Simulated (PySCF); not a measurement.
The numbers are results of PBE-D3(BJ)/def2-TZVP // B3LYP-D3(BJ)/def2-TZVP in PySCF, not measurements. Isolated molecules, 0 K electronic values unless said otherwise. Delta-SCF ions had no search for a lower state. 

Reference species (SMILES): `C` (neutral, multiplicity 1).

```json
{
  "HOMO–LUMO gap": "10.36 eV",
  "HOMO": "-9.44 eV",
  "vertical ionisation energy (Delta-SCF)": "13.95 eV"
}
```

Changed species: `CCl` (1 of 4 H replaced by Cl; the reference has 0 of 4 H replaced by Cl).

Question: Predict the effect on the HOMO–LUMO gap, HOMO and vertical ionisation energy (Delta-SCF).

Answer: the HOMO–LUMO gap falls by 3.76 eV, to 6.60 eV; the HOMO rises by 2.45 eV, to -6.99 eV; the vertical ionisation energy (Delta-SCF) drops by 2.86 eV, to 11.09 eV.
